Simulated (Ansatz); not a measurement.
A made-up structure of CH3MgO (charge -1), singlet:

```xyz
6
angstrom
C 0.5144 -0.4811 0.3931
Mg -0.8586 0.8008 -0.6561
O -1.9907 1.8605 -1.5212
H 0.0844 -1.4713 0.5957
H -2.6980 2.5116 -1.6508
H 0.8111 -0.0607 1.3635
```

It is relaxed with PBE-D4/def2-SVPD and then PBE0-D4/def2-TZVPD (Ansatz 0.2.0). Atoms count as bonded within 1.22 times the sum of their covalent radii (H–H: 0.88 Å). The end point is not checked to be a true minimum.

(1) Does its bonding change? (A judgement: the text doesn't fix the answer.)

Answers

(1) Computed: No: no bond forms or breaks.

Where it ends: The first stage lowers the energy by 0.27 eV in 7 steps. It ends as CH₃MgO ([CH2][Mg][OH]), total charge -1:
```csv
atom,x (Å),y (Å),z (Å)
C1,0.3678,-0.4089,0.3951
Mg2,-0.9683,0.8083,-0.4815
O3,-1.8250,1.9484,-1.6939
H4,0.1000,-1.4675,0.5326
H5,-2.6821,2.3405,-1.5385
H6,0.8701,-0.0609,1.3104
```

Labels in which every atom is bracketed show which atoms are joined, not bond orders.

For scale, one of the runs: PBE0-D4/def2-TZVPD relaxation, 139 basis functions, launched by `ansatz run in.yaml --threads 2 --pin off --events-out ev --progress --plain --max-ram 4352MiB`. The run took about 18 s on 2 CPU threads of an Arm Neoverse V2 (shared host).
